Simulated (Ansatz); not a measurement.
## How methods differ on SiH3 (silyl radical)

The species is SiH3 (4 atoms), meant as a doublet with charge 0. SMILES: `[SiH3]`. The shape is that of a PBE0-D4/def2-TZVP optimisation.

```xyz
4

Si    0.2938   -0.0269   -0.1640
H     0.5592    0.6653    1.1239
H    -0.2240   -1.4017    0.0601
H    -0.6289    0.7632   -1.0200
```

Quantity: the energy change with the Si1–H2 bond stretched from 1.486 to 1.858 Å, in eV. The values are calculated.

| level | kind | program | value (eV) | less FCI/6-31G* | CPU time (all runs) |
| --- | --- | --- | --- | --- | --- |
| USVWN5/6-31G* (spherical functions) | LDA | Ansatz | 0.66 | -0.05 | 1.6 s |
| UBLYP/6-31G* (spherical functions) | GGA | Ansatz | 0.66 | -0.05 | 2.7 s |
| UPBE/6-31G* (spherical functions) | GGA | Ansatz | 0.66 | -0.05 | 2.8 s |
| UB2PLYP/6-31G* (spherical functions) | double hybrid | Ansatz | 0.77 | +0.06 | 3.7 s |
| RPA@PBE/6-31G* (spherical functions) | RPA | Ansatz | 0.68 | -0.03 | 3.1 s |
| UBCCD(T)/6-31G* (spherical functions) | coupled cluster or CI | Ansatz | 0.71 | 0.00 | 1.1 s |
| UCCSDT(Q)/6-31G* (spherical functions) | coupled cluster or CI | Ansatz | 0.71 | 0.00 | 3.7 s |
| FCI/3-21G | exact in the basis | Ansatz | 0.58 | -0.13 | 2.7 s |
| FCI/6-31G* (spherical functions) | exact in the basis | Ansatz | 0.71 | 0.00 | 39 s |

FCI/6-31G* (spherical functions) is exact within its basis and frozen core, so for wave-function methods in that basis the difference is their error; functionals converge differently with the basis, so for them it is only a difference. The first shape isn't each level's own minimum. The values span 0.58 to 0.77 eV. High-level rows in very small sets aren't better than simpler rows in larger ones. CPU times are rough (shared hosts, several kinds of processor): they show what a rung costs within a factor of a few.
